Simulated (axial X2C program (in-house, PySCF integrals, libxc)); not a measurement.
## NaH⁺ along the bond: PBE0, with spin–orbit coupling

All values were computed with an axial X2C code built on PySCF integrals. Two-component (2c) means X2C with spin–orbit coupling and atomic mean-field two-electron Coulomb and Gaunt terms. Basis: Na dyall-cv3z [9s8p5d2f], H dyall-v3z [6s2p1d] (cores contracted in-house); Gaussian nuclei, density fitting, unrestricted open shells. Masses: Na 22.990 u, H 1.008 u.

State: Ω = 1/2 (⟨Sz⟩ = 0.50, ⟨Lz⟩ = 0.00 at PBE0). Dipoles are positive if H is the positive end and refer to the centre of mass.

Results along the bond:

```
R (Å)   μ (D)  HOMO (eV)  LUMO (eV)
2.266   0.094     -15.52      -6.57
2.371   0.076     -15.28      -6.49
2.449   0.057     -15.11      -6.45
2.527   0.035     -14.95      -6.43
2.605   0.011     -14.78      -6.41
2.696  -0.022     -14.60      -6.41
2.787  -0.056     -14.43      -6.45
2.905  -0.104     -14.22      -6.49
3.048  -0.166     -13.98      -6.53
3.256  -0.258     -13.66      -6.58
```

The state is a single determinant with fixed occupations, the lowest that a limited PBE0 search found. Density functionals use the spin component along the axis (collinear). Under one Hamiltonian the search converged a single determinant, so lower ones may well exist.
